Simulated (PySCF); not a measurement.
Isomers of CH8Si2, one GFN2-xTB conformer each. Single-point energies are computed at PBE0/pcSseg-1 (PySCF, gas phase, no added dispersion term), electronic only.

Question: Rank them by PBE0/pcSseg-1 energy, lowest first (kJ/mol).
A. `C[SiH2][SiH3]`
B. `[SiH3]C[SiH3]`

Answer: A (0.0), B (7.3).

As drawn, the lower has an Si–Si bond, which the higher lacks. Neighbours under 10 kJ/mol apart (C[SiH2][SiH3] and [SiH3]C[SiH3]) can change places with a better method, another conformer or zero-point energy. GFN2-xTB itself gives, in the same order: 25.9, 0.0. GFN2-xTB puts [SiH3]C[SiH3] lowest instead.

Which frontier levels, dipoles and rotational constants go with these structures?

```csv
SMILES,"HOMO (eV, PBE0/pcSseg-1)",LUMO (eV),dipole (D),"A, B, C (MHz)"
C[SiH2][SiH3],-8.42,0.15,0.66,"13205, 3233, 2801"
[SiH3]C[SiH3],-8.75,0.45,0.62,"18618, 2835, 2649"
```

As an exercise, what shares would exp(−E/RT) give at 2000 K from these electronic energies alone (no entropy, no degeneracies)?

RT = 16.629 kJ/mol: C[SiH2][SiH3] 60.9 %, [SiH3]C[SiH3] 39.1 %.
